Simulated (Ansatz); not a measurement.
# SiNH₂ (quartet): wave-function methods side by side at a displaced geometry (v1), cc-pVDZ

The task here is to estimate one member of a computed series from the others.

Computed with Ansatz 0.2.0, Gaussian basis. Level: cc-pVDZ, core rule «outside noble gas», up to 6 orbitals frozen.

To be run: UHF; CCSD(T) on ROHF; CCSD(T) on UHF; BCCD(T) on ROHF; CISD; CCSDT(Q) on ROHF; CCSDT(Q) on UHF.

37 further runs of the same task are left out: 10 for a known fault of the program, 13 that didn't finish, 14 set aside as unsound or not needed.

## What is computed

The geometry is a PBE0/def2-TZVP stationary point (not a proven minimum) with its atoms shifted at random (size 0.040 Å).

4 atoms, charge 0, spin multiplicity 4.

Atoms are counted from 1 here; the program's logs count them from 0.

Bond lengths: Si1–N2 1.812 Å, Si1–H3 1.517 Å, N2–H4 0.992 Å. Angles: N2–Si1–H3 109.4°, Si1–N2–H4 115.2°.

Geometry (Å):

```xyz
4

Si    0.00992   -0.09916    0.60752
N    -0.08762    0.13278   -1.18655
H     0.31322    1.23066    1.27061
H     0.62794   -0.31262   -1.71003
```

The first run:

in.yaml

```yaml
crystal:
  periodic: [false, false, false]
  atoms:
    - {symbol: Si, position_ang: [0.009919, -0.099164, 0.607521]}
    - {symbol: N, position_ang: [-0.087616, 0.132775, -1.186548]}
    - {symbol: H, position_ang: [0.313224, 1.230662, 1.270609]}
    - {symbol: H, position_ang: [0.627936, -0.312624, -1.710026]}
basis:
  gaussian: {orbitals: cc-pVDZ}
magnetization: {spin_polarized: true, initial_magnetization: 3}
hamiltonian: {xc: hf}
output: {orbitals: {seedname: orbitals}}
```

Started as:

```
ansatz run in.yaml --threads 1 --pin off --events-out ev --progress --plain --max-ram 2393MiB
```

Among the steps run: UHF; CCSD(T) on ROHF; CCSD(T) on UHF; BCCD(T) on ROHF; CISD; CCSDT(Q) on ROHF; CCSDT(Q) on UHF.

One table of the session follows, with a row left open; its other results are not shown here.

| method | from UCCSDT(Q) (meV) |
| --- | --- |
| ROHF | +6544.5 |
| UHF | +6375.2 |
| RMP2 | +1059.3 |
| UMP2 | +1059.4 |
| CISD | +610.4 |
| RCCSD | +205.3 |
| UCCSD | +200.6 |
| RCCSD(T) | +42.6 |
| UCCSD(T) | ? |
| BCCD(T) | +42.3 |
| RCCSDT | +13.5 |
| UCCSDT | +12.5 |
| RCCSDT(Q) | +2.0 |
| UCCSDT(Q) | 0 |

Estimate the missing values for UCCSD(T).

**Answer.** from UCCSDT(Q) (meV): +41.8. In the column «from UCCSDT(Q) (meV)» it lies between RCCSDT (+13.5) and BCCD(T) (+42.3).

Caveats from the session: Restricted and unrestricted rows rest on different reference determinants; where their highest levels disagree by more than a few hundredths of an eV, they describe different states and don't form one ladder.
